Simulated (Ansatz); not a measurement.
# Which is lower?

Two relaxed structures of AlSiNH₅ (charge +1), closed shell (PBE0-D4/def2-TZVP; forces vanish, vibrations not checked).

A:

```csv
atom,x (Å),y (Å),z (Å)
N1,-1.2076,0.8605,-0.8193
Al2,0.3119,1.0139,0.0229
Si3,0.8993,-1.3547,0.7209
H4,-1.7244,0.0092,-0.9813
H5,-1.7085,1.6383,-1.2291
H6,1.2745,2.1830,0.3909
H7,2.1036,-1.8098,1.4596
H8,0.0514,-2.5405,0.4353
```

B:

N1  (-1.156, 0.921, -0.801)
Al2  (0.975, -1.593, 0.801)
Si3  (0.262, 0.734, 0.036)
H4  (-1.776, 0.158, -1.035)
H5  (-1.502, 1.812, -1.136)
H6  (0.889, 2.068, 0.187)
H7  (2.340, -1.603, 1.561)
H8  (-0.107, -2.639, 0.365)
(Å)

Computed with Ansatz 0.2.0 (basis: def2-TZVPP); correlated methods freeze the cores. B3LYP uses VWN-RPA correlation.

Problem. Which structure is lower at CCSD(T), and by how much? (Judge from chemistry; the value comes from the calculation.)

Solution. The calculation gives: B, by 53.3 kJ/mol (electronic energy, against the other). By their contacts, A is AlSiNH₅ ([NH2][AlH][SiH2]), total charge +1 and B is AlSiNH₅ ([NH2][SiH][AlH2]), total charge +1.

All methods give the same order:

```tsv
method	E(B) − E(A) (kJ/mol)
PBE-D4	-54.3
r2SCAN-D4	-54.3
PBE0-D4	-57.0
B3LYP-D4	-53.3
wB97M-V	-55.4
HF	-50.4
MP2	-53.2
CCSD	-51.7
CCSD(T)	-53.3
```

T1 diagnostic: at most 0.016.

Labels in which every atom is bracketed show which atoms are joined, not bond orders.

For scale, one of the runs: CCSD(T)/def2-TZVPP, 185 basis functions, launched by `ansatz run in.yaml --threads 2 --pin off --events-out ev --progress --plain --max-ram 4352MiB`. The run took 26 s on 2 CPU threads of an Arm Neoverse V1 (shared host), with 1.6 GiB of host memory at its peak.
